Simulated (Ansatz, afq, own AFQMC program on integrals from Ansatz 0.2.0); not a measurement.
Integrals from Ansatz 0.2.0, then the random walk in our own AFQMC program (afq).

```yaml
crystal:
  periodic: [false, false, false]
  atoms:
    - {symbol: N, position_ang: [0.000000, -0.066149, 0.814867]}
    - {symbol: O, position_ang: [0.000000, 0.112485, -0.642781]}
    - {symbol: H, position_ang: [0.000000, -0.866284, -1.120586]}
basis:
  gaussian: {orbitals: cc-pVDZ}
magnetization: {spin_polarized: true, initial_magnetization: 2}
correlation: {method: ccsd_t, electrons: outside_noble_gas, hamiltonian_folder: ham}
```

```sh
$ ansatz run in.yaml --threads 1 --pin off --events-out ev --progress --plain --max-ram 1382MiB
```

Options of the walk:

```
--method phaseless --trial cisd --walkers 60 --populations 1 --least-time 40 --time-step 0.005 --steps-per-block 50 --equilibration-blocks 28 --max-blocks 300 --target-error 0.00042 --factor-cut 1e-05 --start spin_pure --seed 7666 --release-times 0.24,0.51,0.99,1.62,2.4 --release-step 0.03 --release-every 4 --taylor-order 6
```

Times are imaginary, in 1/Eh. The walk had a cap of 820 s.

Output of the walk:

```
orbitals 31  electrons 7 5  factors 225 of 313
reference energy -129.78387403 Eh
CCSD correlation -0.32278401 Eh in 13 cycles, weight of the determinant in the CISD state 0.8850
energy of the start -130.105590 Eh
 block  time / (1/Eh)  mean weight  energy / Eh
     1     0.250  1.0028  -130.104668
     2     0.500  0.9985  -130.105689
     3     0.750  1.0024  -130.113345
     4     1.000  1.0004  -130.118304
     5     1.250  0.9963  -130.110120
     8     2.000  1.0009  -130.107118
    17     4.250  0.9988  -130.134252
    33     8.250  0.9995  -130.106790
    41    10.250  0.9985  -130.118171
    65    16.250  1.0016  -130.118499
    89    22.250  1.0019  -130.112543
   113    28.250  0.9985  -130.114761
   137    34.250  1.0011  -130.122355
   161    40.250  1.0019  -130.115021
   185    46.250  0.9973  -130.114385
   209    52.250  0.9992  -130.121192
   233    58.250  1.0001  -130.119185
   257    64.250  1.0012  -130.110251
   281    70.250  0.9997  -130.118394
   305    76.250  1.0017  -130.118820
   313    78.250  0.9993  -130.142127
   321    80.250  1.0042  -130.118854
blocks merged  error / Eh  count
     1  0.000427  300
     2  0.000493  150
     4  0.000526  75
     8  0.000507  37
    16  0.000439  18
    32  0.000529  9
released: time / (1/Eh)  energy / Eh  error  mean overlap
  0.24  -130.117176  0.000884  0.9960
  0.51  -130.117084  0.000631  1.0067
  0.99  -130.118199  0.000665  1.0060
  1.62  -130.118417  0.000825  1.0022
  2.40  -130.119201  0.000956  0.9966
energy -130.117045 +/- 0.000507 Eh
(rows thinned)
```

The run passed its tests (sampling time, drift between the halves within three errors, error under three times the target), which doesn't prove that it has relaxed.

Against this walk (error 13.8 meV) on the same determinant: CCSD(T) 39.7 meV higher, CCSDT(Q) 21.8 meV lower (within the noise). The error is statistical and leaves out the bias of the constraint. The released energies are still falling (meV from the phaseless value at times in 1/Eh: -4 ± 24 at 0.24, -1 ± 17 at 0.51, -31 ± 18 at 0.99, -37 ± 22 at 1.62, -59 ± 26 at 2.40), so they give no level.

Cautions: constraint bias not in the error; error above the target (13.8 against 11.4 meV); lower spins were not checked.

The walk took 4.4 min on 1 thread of Arm Neoverse V2, on a shared host. The log's last line is the phaseless energy.

CCSDT and higher add their correlation energy to the determinant of the CCSD(T) run, since their own runs factorise the integrals more tightly (a shift of under 2 meV). A walk keeps the symmetry of its determinant, which the program's search chose and which needn't be the lowest solution, so a lower state of the same spin and another symmetry isn't excluded.
